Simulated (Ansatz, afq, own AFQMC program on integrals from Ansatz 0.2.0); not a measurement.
**SiNH4, doublet in 6-31G along one coordinate**

```xyz
6

Si   -0.0906    0.0000    0.5953
N     0.1128    0.0000   -1.1178
H     0.5792   -1.2268    1.1210
H     0.5792    1.2268    1.1210
H    -0.0998   -0.8301   -1.6484
H    -0.0998    0.8301   -1.6484
```

The Si1–N2 distance is changed with both sides rigid. Energies in kcal/mol count from this geometry (1.725 Å) at the same level; the start stands on UHF, each point on the determinant named.

Basis 6-31G. Noble-gas cores (and the filled d shells of Ga–Kr and In–Xe) are frozen. Ansatz 0.2.0 and our own AFQMC program on the same integrals; the CISD trial comes from CCSD amplitudes, and released means the phaseless constraint is let go. Uncertainties: one standard error, sampling alone.

Cautions, each for one point or more: a spin-contaminated unrestricted determinant lies lower; higher spins were not checked; strong correlation; the ph-AFQMC/CISD walk drifts between its halves; unrestricted determinant spin contaminated.

| r(Si1–N2) / Å | det. | T1 | weight | ⟨S²⟩ | B2PLYP | CCSD | CCSD(T) |
| --- | --- | --- | --- | --- | --- | --- | --- |
| 1.587 | UHF | 0.014 | 0.92 | 0.75 | 14.6 | 15.8 | 15.9 |
| 1.882 | UHF | 0.019 | 0.90 | 0.76 | 0.7 | -0.2 | -0.4 |
| 2.416 | UHF | 0.070 | 0.78 | 0.95 | 44.2 | 42.2 | 41.4 |
| 3.119 | ROHF | 0.024 | 0.88 | pure | 77.1§ | 71.5 | 72.1 |
| 4.631 | ROHF | 0.011 | 0.90 | pure | 83.6§ | 76.7 | 77.7 |

Problem. Estimate the curve of CCSDT(Q), counted from the same start.

Solution. 
| r(Si1–N2) / Å | det. | T1 | weight | ⟨S²⟩ | CCSDT(Q) | ph-AFQMC/CISD | released AFQMC |
| --- | --- | --- | --- | --- | --- | --- | --- |
| 1.587 | UHF | 0.014 | 0.92 | 0.75 | 16.0 | 16.3 ± 0.4 | 16.2 ± 0.4 |
| 1.882 | UHF | 0.019 | 0.90 | 0.76 | -0.5 | 0.3 ± 0.4 | – |
| 2.416 | UHF | 0.070 | 0.78 | 0.95 | 40.3 | 41.0 ± 0.5 | 40.2 ± 0.7* |
| 3.119 | ROHF | 0.024 | 0.88 | pure | 72.0 | 72.2 ± 0.4 | 71.7 ± 0.4 |
| 4.631 | ROHF | 0.011 | 0.90 | pure | 77.9 | 77.6 ± 0.4 | 77.7 ± 0.4* |

Weight is that of the determinant in the CISD state; at the start T1 is 0.016 and the weight 0.91, and ⟨S²⟩ is 0.75. An asterisk marks released energies that aren't shown to be converged. A dash marks a missing value, a released energy that hasn't settled or a functional that sits on another state. § marks a functional whose ⟨S²⟩ is too high by over 0.1. Largest departures from CCSDT(Q), at the points where its series has closed: CCSD(T) -0.2 kcal/mol at 4.631 (on ROHF), ph-AFQMC/CISD 0.7 kcal/mol at 1.882 (on UHF), released AFQMC -0.3 kcal/mol at 3.119 (on ROHF) (within the noise), B2PLYP -1.4 kcal/mol at 1.587, CCSD -1.1 kcal/mol at 4.631 (on ROHF). Functionals count only at points shown to share the start's state and spin. In this small basis the wave-function levels are far from their limit, so their gap to the functionals isn't the functionals' error.

CCSDT and higher add their correlation energy to the determinant of the CCSD(T) run, since their own runs factorise the integrals more tightly (a shift of under 2 meV). A walk keeps the symmetry of its determinant, which the program's search chose and which needn't be the lowest solution, so a lower state of the same spin and another symmetry isn't excluded.
